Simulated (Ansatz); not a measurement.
# H3MgN: the cost of one run

All numbers below are computed with Ansatz 0.2.0 (RKS PBE/6-31G*).

**1. The starting structure**

Bond lengths: N1–Mg2 2.117 Å, N1–H3 1.122 Å, N1–H4 1.020 Å, Mg2–H5 1.771 Å. Angles: N1–Mg2–H5 178.2°, Mg2–N1–H3 102.0°, Mg2–N1–H4 104.1°, H3–N1–H4 109.9°.

Coordinates:

```xyz
5

N     0.0440   -1.1386   -0.0604
Mg    0.3023    0.9572   -0.2164
H    -1.0348   -1.2634   -0.3434
H     0.1661   -1.3312    0.9341
H     0.5723    2.7024   -0.3552
```

**2. End point A**

The input, input.yaml:

```yaml
crystal:
  periodic: [false, false, false]
  atoms:
    - { symbol: "N", position_ang: [0.044, -1.1386, -0.0604] }
    - { symbol: Mg, position_ang: [0.3023, 0.9572, -0.2164] }
    - { symbol: H, position_ang: [-1.0348, -1.2634, -0.3434] }
    - { symbol: H, position_ang: [0.1661, -1.3312, 0.9341] }
    - { symbol: H, position_ang: [0.5723, 2.7024, -0.3552] }
basis:
  gaussian: { orbitals: "6-31G*" }
hamiltonian:
  xc: pbe
relax:
  f_tol: 0.015
  max_steps: 40
```

Command:

```bash
$ ansatz run input.yaml --threads 1 --pin off --max-ram 2048MiB --backend cpu --events-out ev --progress --plain --runs-dir out
```

What time and memory should one allow on 1 thread of Arm Neoverse V1, shared host?

About 6.6 s, with a peak of 0.098 GiB.
